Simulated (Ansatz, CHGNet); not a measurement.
**2H MoS2: properties by level of theory**

Reference values: lattice constant a 3.16 Å (measured, 300 K, not corrected to a static lattice; as tabulated in arXiv:1605.07067); lattice parameter c 12.294 Å (measured, 300 K, no zero-point or thermal correction; as tabulated in arXiv:1605.07067).

```csv
level (code),equilibrium lattice constant a (Å),c axis length (Å)
CHGNet 0.3.0,___,17.564
CHGNet-r²SCAN,3.185,___
RPBE (Ansatz),___,16.415
r²SCAN (Ansatz),3.184,12.986
```

**Question.** Complete the blanks.

**Answer.** 
- CHGNet 0.3.0, equilibrium lattice constant a (Å): 3.194
- CHGNet-r²SCAN, c axis length (Å): 13.075
- RPBE (Ansatz, a program for electronic structure), equilibrium lattice constant a (Å): 3.210

Differences from the reference values (errors of the level alone only where the reference is corrected to a static lattice):

```
level          lattice constant a (%)  lattice parameter c (%)
-------------  ----------------------  -----------------------
CHGNet 0.3.0                    +1.08                      +43
CHGNet-r²SCAN                   +0.79                    +6.35
RPBE                            +1.58                      +34
r²SCAN                          +0.76                    +5.63
```

Nearest: lattice constant a, not ranked (reference at room or unstated temperature); lattice parameter c, not ranked (reference at room or unstated temperature). Values with a doubt, or to which a potential was fitted, aren't ranked.

Machine-learned potentials (CHGNet 0.3.0, CHGNet-r²SCAN) are trained on DFT data: a solid inside that data is no test of them.

Caveats: for a layered or molecular solid the relaxed cell lies over 5 % above the published volume, where the minimum can be shallow (RPBE, r²SCAN); the cell comes from a level without a dispersion term, which matters for the spacing of layers, chains or molecules (RPBE, r²SCAN); the cell has another shape than the first-principles one, perhaps another minimum in the same group (CHGNet 0.3.0); the cell moved over 20 % in volume from its start (CHGNet 0.3.0). Ansatz's density-functional and Hartree–Fock values are scalar-relativistic unless marked +SOC, with PAW data made under PBE.

The crystal itself was run without spin with RPBE, r²SCAN; a magnetic state was not tried in these runs.

Differences are worked out from the printed values.

Static lattice: no zero-point or thermal effects.
